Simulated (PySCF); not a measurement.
These 2 structures share the formula C4H5NO. Theory: PBE0-D3(BJ)/def2-SVP geometry optimisation, gas phase in PySCF. Energies are electronic, without zero-point or thermal terms, for one conformer each. No frequencies were run at this level. Point groups hold within 0.08 Å.

**Question.** Rank from lowest to highest electronic energy at this level (kcal/mol).
A. `[O:1]=[C:2]=[N:3][CH:4]1[CH2:5][CH2:6]1` with C2–N3–C4–C5 -34°
B. `[CH2:1]=[CH:2]/[CH:3]=[N:4]\[CH:5]=[O:6]` with C1–C2–C3–N4 -178°, C3–N4–C5–O6 -72°

**Answer.** A (0.0), B (16.1).

As drawn, the lower has a three-membered ring and cumulated double bonds, which the higher lacks; the higher has a C(=O)–N unit and a C=C bond outside aromatic rings, which the lower lacks.

```csv
SMILES,E (Eh),E rel (kcal/mol),dipole (D),point group,"A, B, C (MHz)"
O=C=NC1CC1,-284.85177,0.0,3.01,Cs,"11423, 2015, 1982"
C=C/C=N\C=O,-284.82610,16.1,3.79,C1,"9783, 2090, 1798"
```
